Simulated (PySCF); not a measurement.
# Continuum solvent and chemical shifts

Atoms are numbered as in `[CH:1]#[C:2][CH2:3][SH:4]`. Hydrogens are named by the atom that carries them.

GIAO PBE0/pcSseg-1 in PySCF 2.14.0 with density-fitted response routines on one PBE0-D3(BJ)/def2-SVP conformer, non-relativistic, equivalent nuclei averaged. Solvents enter as an IEF-PCM continuum (cyclohexane with ε = 2.0, methanol with ε = 32.6) around the gas-phase geometry. Shifts are referred to TMS, CS2 computed in the same medium.

In cyclohexane, δ in ppm: C2 85.9, C1 78.4, C3 17.6, S4 -63.0, H(C3) 3.13, H(C1) 2.35, H(S4) 2.28. Dipole moment 1.42 D.

(1) How does each δ change in the more polar medium?

(2) Which nuclei move most (in ppm), and what does the model miss?

Answers

(1) 
```tsv
atoms	environment	Δδ, methanol
C2	alkyne carbon	+1.9
C1	terminal alkyne carbon	+0.7
C3	propargylic sp3 CH2 bonded to S	0.0
S4	thiol sulfur	-13.4
H(C3)	hydrogen on a propargylic sp3 CH2 bonded to S	+0.13
H(C1)	hydrogen on a terminal alkyne carbon	+0.25
H(S4)	hydrogen on a thiol sulfur	+0.42
```

Changes are relative to cyclohexane. The dipole moment becomes 1.65 D in methanol.

(2) S4 (thiol sulfur, -13.4 ppm) in methanol. A continuum only polarises the solute; specific hydrogen bonds, the anisotropy of aromatic solvents and changes of geometry or conformer are outside it.
